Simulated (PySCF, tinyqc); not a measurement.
Worked calculation: CCSD on RHF in the sto-3g basis, for CH2, spin multiplicity 1. The lowest restricted solution is unstable here: a spin-polarised one lies 0.0504 hartree lower (PySCF). One step of it, computed by the program tinyqc.

Question. Iteration 1: building the Fock matrix. J_ij = sum D_kl (ij|kl), K_ij = sum D_kl (ik|jl); F = H + J - 0.5 K; E = tr D H + tr D J / 2 - 0.25 tr D K + E_nn.

D at the start, lower triangle:
```
            1C 1s      1C 2s    1C 2px     1C 2py    1C 2pz     2H 1s     3H 1s
1C 1s    2.141833
1C 2s   -0.503353   2.050278
1C 2px   0.000000   0.000000  0.658673
1C 2py  -0.000209   0.000825  0.000000   0.570795
1C 2pz   0.011143  -0.040673  0.000000   0.000191  0.641972
2H 1s   -0.025017   0.088542  0.000000   0.051964  0.016361  0.949938
3H 1s   -0.025380   0.088976  0.000000  -0.051346  0.016078  0.028112  0.949767
```

core Hamiltonian H = T + V (hartree), lower triangle:
```
             1C 1s      1C 2s     1C 2px     1C 2py     1C 2pz      2H 1s      3H 1s
1C 1s   -18.770073
1C 2s    -4.528581  -5.691978
1C 2px    0.000000   0.000000  -4.553997
1C 2py    0.000455   0.003140   0.000000  -4.780630
1C 2pz   -0.015040  -0.150242   0.000000   0.001237  -4.600226
2H 1s    -1.238571  -2.594506   0.000000  -1.899478  -0.892831  -3.673877
3H 1s    -1.280641  -2.647823   0.000000   1.925906  -0.904856  -0.702759  -3.709791
```

Two-electron integrals (ij|kl) in chemists' order, unique and non-zero (hartree):
```
(11|11) 3.541948    (21|11) 0.576921    (21|21) 0.111888    (22|11) 0.854682
(22|21) 0.205284    (22|22) 0.624709    (31|31) 0.020296    (32|31) 0.030858
(32|32) 0.137996    (33|11) 0.852436    (33|21) 0.205335    (33|22) 0.624568
(33|33) 0.672833    (41|41) 0.020296    (42|41) 0.030858    (42|42) 0.137996
(43|43) 0.036269    (44|11) 0.852436    (44|21) 0.205335    (44|22) 0.624568
(44|33) 0.600295    (44|44) 0.672833    (51|51) 0.020296    (52|51) 0.030858
(52|52) 0.137996    (53|53) 0.036269    (54|54) 0.036269    (55|11) 0.852436
(55|21) 0.205335    (55|22) 0.624568    (55|33) 0.600295    (55|44) 0.600295
(55|55) 0.672833    (61|11) 0.157874    (61|21) 0.030403    (61|22) 0.055577
(61|33) 0.055387    (61|41) 0.001709    (61|42) 0.003154    (61|44) 0.055875
(61|51) 0.000772    (61|52) 0.001425    (61|54) 0.000220    (61|55) 0.055487
(61|61) 0.008451    (62|11) 0.350110    (62|21) 0.085075    (62|22) 0.281534
(62|33) 0.275071    (62|41) 0.007371    (62|42) 0.049043    (62|44) 0.290965
(62|51) 0.003330    (62|52) 0.022153    (62|54) 0.007179    (62|55) 0.278314
(62|61) 0.024060    (62|62) 0.161357    (63|31) 0.009000    (63|32) 0.046340
(63|43) 0.009812    (63|53) 0.004432    (63|63) 0.020796    (64|11) 0.261924
(64|21) 0.064514    (64|22) 0.226400    (64|33) 0.214916    (64|41) 0.013910
(64|42) 0.083241    (64|44) 0.246659    (64|51) 0.002218    (64|52) 0.016669
(64|54) 0.009906    (64|55) 0.217388    (64|61) 0.019178    (64|62) 0.154359
(64|64) 0.165809    (65|11) 0.118315    (65|21) 0.029142    (65|22) 0.102268
(65|33) 0.097080    (65|41) 0.002218    (65|42) 0.016669    (65|44) 0.102554
(65|51) 0.010002    (65|52) 0.053869    (65|54) 0.012285    (65|55) 0.107062
(65|61) 0.008663    (65|62) 0.069726    (65|64) 0.065504    (65|65) 0.050386
(66|11) 0.487612    (66|21) 0.120531    (66|22) 0.450533    (66|33) 0.426483
(66|41) 0.013879    (66|42) 0.121007    (66|44) 0.486002    (66|51) 0.006269
(66|52) 0.054660    (66|54) 0.026886    (66|55) 0.438628    (66|61) 0.034686
(66|62) 0.317561    (66|64) 0.336724    (66|65) 0.152103    (66|66) 0.774606
(71|11) 0.163337    (71|21) 0.031449    (71|22) 0.057470    (71|33) 0.057275
(71|41) -0.001768   (71|42) -0.003259   (71|44) 0.057777    (71|51) 0.000798
(71|52) 0.001472    (71|54) -0.000227   (71|55) 0.057377    (71|61) 0.008426
(71|62) 0.023182    (71|64) 0.016708    (71|65) 0.008353    (71|66) 0.032538
(71|71) 0.009042    (72|11) 0.357851    (72|21) 0.086933    (72|22) 0.287154
(72|33) 0.280613    (72|41) -0.007527   (72|42) -0.049807   (72|44) 0.296701
(72|51) 0.003399    (72|52) 0.022492    (72|54) -0.007265   (72|55) 0.283894
(72|61) 0.022909    (72|62) 0.117509    (72|64) 0.080666    (72|65) 0.049250
(72|66) 0.180798    (72|71) 0.025420    (72|72) 0.167116    (73|31) 0.009253
(73|32) 0.047461    (73|43) -0.009999   (73|53) 0.004515    (73|63) 0.014173
(73|73) 0.021694    (74|11) -0.266112   (74|21) -0.065535   (74|22) -0.229568
(74|33) -0.217916   (74|41) 0.014242    (74|42) 0.084761    (74|44) -0.250139
(74|51) -0.002253   (74|52) -0.016844   (74|54) 0.010035    (74|55) -0.220409
(74|61) -0.016403   (74|62) -0.079979   (74|64) -0.042033   (74|65) -0.032827
(74|66) -0.112908   (74|71) -0.020154   (74|72) -0.158969   (74|74) 0.170204
(75|11) 0.120171    (75|21) 0.029594    (75|22) 0.103668    (75|33) 0.098406
(75|41) -0.002253   (75|42) -0.016844   (75|44) 0.103926    (75|51) 0.010270
(75|52) 0.055068    (75|54) -0.012492   (75|55) 0.108563    (75|61) 0.008209
(75|62) 0.049038    (75|64) 0.032948    (75|65) 0.034300    (75|66) 0.080263
(75|71) 0.009101    (75|72) 0.071787    (75|74) -0.067064   (75|75) 0.051979
(76|11) 0.089035    (76|21) 0.021629    (76|22) 0.072713    (76|33) 0.071127
(76|41) 0.000009    (76|42) 0.000090    (76|44) 0.073676    (76|51) 0.001455
(76|52) 0.009916    (76|54) 0.000020    (76|55) 0.073272    (76|61) 0.005935
(76|62) 0.036460    (76|64) 0.030339    (76|65) 0.017338    (76|66) 0.065790
(76|71) 0.006135    (76|72) 0.037022    (76|74) -0.030541   (76|75) 0.017524
(76|76) 0.009860    (77|11) 0.493536    (77|21) 0.121962    (77|22) 0.454518
(77|33) 0.430276    (77|41) -0.014146   (77|42) -0.122176   (77|44) 0.490282
(77|51) 0.006388    (77|52) 0.055172    (77|54) -0.027097   (77|55) 0.442513
(77|61) 0.031832    (77|62) 0.178693    (77|64) 0.112563    (77|65) 0.079685
(77|66) 0.275332    (77|71) 0.036303    (77|72) 0.324027    (77|74) -0.341833
(77|75) 0.154364    (77|76) 0.065790    (77|77) 0.774606
```

nuclear repulsion = 6.32734131 hartree

Give: Coulomb J; exchange K; Fock matrix F; total energy of this density.

Answer.

Coulomb J (hartree), lower triangle:
```
          1C 1s    1C 2s  1C 2px   1C 2py  1C 2pz   2H 1s   3H 1s
1C 1s   11.4618
1C 2s    2.2025   5.0864
1C 2px   0.0000   0.0000  5.0326
1C 2py  -0.0003  -0.0011  0.0000   5.1525
1C 2pz   0.0123   0.1091  0.0000  -0.0002  5.0570
2H 1s    0.6006   2.3144  0.0000   1.8741  0.8752  3.8228
3H 1s    0.6213   2.3606  0.0000  -1.9003  0.8872  0.5986  3.8502
```

exchange K (hartree), lower triangle:
```
          1C 1s    1C 2s  1C 2px   1C 2py  1C 2pz   2H 1s   3H 1s
1C 1s    7.2851
1C 2s    1.2832   1.9946
1C 2px   0.0000   0.0000  0.8417
1C 2py  -0.0009  -0.0043  0.0000   1.1237
1C 2pz   0.0193   0.1427  0.0000  -0.0014  0.8989
2H 1s    0.3844   1.1021  0.0000   0.5921  0.3016  1.3072
3H 1s    0.3973   1.1224  0.0000  -0.6008  0.3052  0.4035  1.3236
```

Fock matrix F (hartree), lower triangle:
```
           1C 1s    1C 2s  1C 2px   1C 2py   1C 2pz    2H 1s    3H 1s
1C 1s   -10.9508
1C 2s    -2.9677  -1.6029
1C 2px    0.0000   0.0000  0.0578
1C 2py    0.0007   0.0042  0.0000  -0.1900
1C 2pz   -0.0124  -0.1125  0.0000   0.0017   0.0073
2H 1s    -0.8301  -0.8312  0.0000  -0.3214  -0.1685  -0.5047
3H 1s    -0.8580  -0.8484  0.0000   0.3260  -0.1702  -0.3059  -0.5214
```

total energy of this density = -38.365945 hartree

This density is the starting one; it is not idempotent, so its energy is not variational and may lie below the converged one.
